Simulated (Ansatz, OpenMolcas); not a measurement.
**Ansatz → OpenMolcas**

Ansatz 0.2.0 runs this on SiH4 (silane):

job.yaml:
```yaml
crystal:
  periodic: [false, false, false]
  atoms:
    - symbol: Si
      position_ang: [-0.374786, -1.106999, 0.211172]
    - symbol: H
      position_ang: [0.592814, -1.795399, 1.102172]
    - symbol: H
      position_ang: [-1.705786, -1.062099, 0.867272]
    - symbol: H
      position_ang: [-0.479886, -1.847299, -1.071328]
    - symbol: H
      position_ang: [0.468500, 1.383800, -0.264200]
basis:
  gaussian: {orbitals: STO-3G}
hamiltonian: {xc: hf}
accuracy: high
output: {orbitals: {seedname: orbitals}}
```

```bash
$ ansatz run job.yaml --threads 1 --pin off --max-ram 3480MiB --events-out events.jsonl --progress --plain --runs-dir runs
```

The Si1–H5 distance was set to 2.672 Å, away from the relaxed value.

It gives a total energy of -287.657701 Eh.

Task: How is this level of theory, on these atoms, set up in OpenMolcas 26.06 as an input file of the program's own?

Result: For example:

coord.xyz:
```
5

Si    -0.374786    -1.106999     0.211172
H      0.592814    -1.795399     1.102172
H     -1.705786    -1.062099     0.867272
H     -0.479886    -1.847299    -1.071328
H      0.468500     1.383800    -0.264200
```

job.input:
```
* H4Si Hartree-Fock

&GATEWAY
  BASLIB = $CurrDir
  COORD = coord.xyz
  BASIS = STO-3G
  GROUP = NoSym

&SEWARD

&SCF
  THRESHOLDS = 1e-10 1e-07 1e-07 1e-05
  PRORBITALS = 1 2
```

```bash
$ export MOLCAS_MEM=1860
$ pymolcas job.input > job.log
```

(Basis files named in the input come from the Basis Set Exchange and aren't shown.)

Its energy is -287.657701 Eh, 0.000 mEh from the first.
